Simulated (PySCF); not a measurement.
Geometry:
```json
{"atom": "N1", "x (Å)": "-2.690", "y (Å)": "1.071", "z (Å)": "-0.034"}
{"atom": "C2", "x (Å)": "-1.846", "y (Å)": "0.284", "z (Å)": "0.061"}
{"atom": "C3", "x (Å)": "-0.765", "y (Å)": "-0.690", "z (Å)": "0.168"}
{"atom": "C4", "x (Å)": "0.432", "y (Å)": "-0.312", "z (Å)": "-0.683"}
{"atom": "C5", "x (Å)": "1.554", "y (Å)": "0.434", "z (Å)": "-0.162"}
{"atom": "N6", "x (Å)": "1.793", "y (Å)": "-0.793", "z (Å)": "-0.235"}
{"atom": "H7", "x (Å)": "-0.467", "y (Å)": "-0.772", "z (Å)": "1.225"}
{"atom": "H8", "x (Å)": "-1.151", "y (Å)": "-1.677", "z (Å)": "-0.135"}
{"atom": "H9", "x (Å)": "0.244", "y (Å)": "-0.329", "z (Å)": "-1.765"}
{"atom": "H10", "x (Å)": "2.047", "y (Å)": "1.360", "z (Å)": "0.146"}
```

Geometry: PBE0-D3(BJ)/def2-SVP; GIAO absolute shieldings from PySCF 2.14.0 with density-fitted response routines, gas phase, non-relativistic, averaged over equivalent atoms.

At PBE0/pcSseg-1 (122 basis functions, 6.5 s wall time on 1 thread of an Arm Neoverse V2, shared host):
```csv
atoms,σ (ppm)
N6,-96.3
N1,-42.9
C5,5.7
C2,62.9
C3,159.1
C4,159.2
H10,20.88
H8,28.25
H9,29.44
H7,30.17
```

**Question.** What do these become at mPW1PW91/pcSseg-2?

**Answer.** 
| atoms | σ at mPW1PW91/pcSseg-2 | change |
| --- | --- | --- |
| N6 | -99.0 | -2.7 |
| N1 | -42.6 | +0.3 |
| C5 | 0.1 | -5.6 |
| C2 | 59.0 | -3.9 |
| C3 | 157.3 | -1.8 |
| C4 | 155.7 | -3.5 |
| H10 | 20.85 | -0.03 |
| H8 | 28.25 | +0.00 |
| H9 | 29.39 | -0.05 |
| H7 | 30.09 | -0.08 |

The largest change is at C5 (C=N carbon). Cost: 272 basis functions, 23 s wall time on 1 thread of an Arm Neoverse V2, shared host. The order of the carbon signals changes between the two levels.
